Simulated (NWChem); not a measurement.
# disilane (Si₂H₆); SMILES [SiH3][SiH3]

Program: NWChem. Medium grid unless said otherwise, to which SCAN and Minnesota functionals are sensitive. Structure relaxed at the PBE0/def2-SVP level. Total energies of different functionals are on different scales.

| level | energy (Ha) | highest occupied level (eV) | orbital gap (eV) |
|---|---|---|---|
| B3LYP/def2-SVP | -582.4346 | -8.19 | 8.56 |
| PBE/def2-SVP | -582.0665 | -7.28 | 6.93 |
| PW91/def2-SVP | -582.3420 | -7.31 | 6.94 |
| r2SCAN/def2-SVP | -582.3281 | -7.59 | 7.46 |
| BP86/def2-SVP | -582.4422 | -7.39 | 6.95 |
| PW6B95/def2-SVP | -582.9090 | [?] | [?] |
| LC-wPBE (HJS exchange hole, range parameter 0.4 per bohr)/def2-SVP | -582.1679 | -11.06 | 13.74 |

**Question.** Fill in the missing entries.

**Answer.** 
- PW6B95/def2-SVP, highest occupied level (eV): -8.46
- PW6B95/def2-SVP, orbital gap (eV): 9.01
